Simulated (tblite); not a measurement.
Write Cartesian coordinates for InChI=1S/C5H6S/c1-2-3-4-5-6/h2-5H,1H2/b4-3+ as optimised with GFN2-xTB.

```xyz
12
C5H6S angstrom
C     -2.4682   -0.1145    0.0638
C     -1.2770    0.4804   -0.0314
C     -0.0358   -0.2325    0.0260
C      1.1771    0.3613   -0.0696
C      2.3969   -0.3543   -0.0115
S      3.8676    0.3508   -0.1262
H     -3.3885    0.4415    0.0178
H     -2.5557   -1.1813    0.1911
H     -1.2137    1.5532   -0.1591
H     -0.0927   -1.3066    0.1538
H      1.2481    1.4334   -0.1976
H      2.3431   -1.4320    0.1169
```

Orientation and origin are arbitrary. Atoms count from 1 in this order. The 4 C–C bonds span 1.335 Å (C1=C2, drawn double) to 1.433 Å (C2–C3, drawn single), a spread of 0.098 Å. Of the pairs four or more bonds apart, H10···H12 is among the closest relative to their van der Waals radii: 2.44 Å, 102 % of the sum of Bondi's values. The 6 heavy atoms lie in one plane (0.000 Å rms).

Bonds between heavy atoms (Å): C1=C2 1.335, C2–C3 1.433, C3=C4 1.354, C4–C5 1.415, C5=S6 1.635.

Structure optimised with GFN2-xTB, isolated species.

Point group: Cs (every atom within 0.08 Å of its image). Its GFN2-xTB frequencies are all real (lowest 74 cm⁻¹). One conformer, not necessarily the lowest (C1–C2–C3–C4 180°, C3–C4–C5–S6 180°). 3 starts were optimised and ended at 0.00, 0.00 and 0.70 kcal/mol (GFN2-xTB); the lowest of these is shown.

The run took 0.13 s wall on one thread, Arm Neoverse V2 (aarch64) (shared host). That covers the optimisation of the geometry.

All values are computed, not measured.
